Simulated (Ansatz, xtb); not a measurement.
## BH2SF (SMILES FBS): the vertical energy of the triplet above the singlet, rung by rung

The species is BH2SF (5 atoms), meant as a singlet with charge 0. As SMILES, `FBS`. The coordinates come from a PBE0-D4/def2-TZVP relaxation. This is one conformer, not always the lowest.

Each level gives the vertical energy of the triplet above the singlet (eV). The values are calculated.

| level | kind | program | value (eV) | less FCI/STO-3G | CPU time (all runs) |
| --- | --- | --- | --- | --- | --- |
| GFN0-xTB | semi-empirical | xtb | 5.14 | -1.49 | under 2 s |
| SVWN5/STO-3G | LDA | Ansatz | 6.19 | -0.44 | 3 s |
| BLYP/STO-3G | GGA | Ansatz | 6.08 | -0.55 | 5.3 s |
| r2SCAN/STO-3G | meta-GGA | Ansatz | 6.14 | -0.49 | 14 s |
| r2SCAN0/STO-3G | hybrid meta-GGA | Ansatz | 6.28 | -0.35 | 13 s |
| CAM-B3LYP/STO-3G | range-separated hybrid | Ansatz | 6.36 | -0.27 | 6.6 s |
| HSE06/STO-3G | range-separated hybrid | Ansatz | 6.29 | -0.34 | 6.8 s |
| RPA@PBE/STO-3G | RPA | Ansatz | 5.91 | -0.72 | 6.8 s |
| CCSDT/STO-3G | coupled cluster or CI | Ansatz | 6.63 | 0.00 | 2.1 s |
| FCI/STO-3G | exact in the basis | Ansatz | 6.63 | 0.00 | 52 s |

FCI/STO-3G is exact within its basis and frozen core, so for wave-function methods in that basis the difference is their error; functionals converge differently with the basis, so for them it is only a difference. The values span 5.14 to 6.63 eV. The xTB rows lack spin polarisation, so open shells miss the exchange term that lowers them. A triplet this far above the singlet is often a Rydberg-like or dissociative state; sets without diffuse functions put Rydberg states too high. All rows use very small basis sets, so even the best lies far from the true value. CPU times are rough (shared hosts, several kinds of processor): they show what a rung costs within a factor of a few.
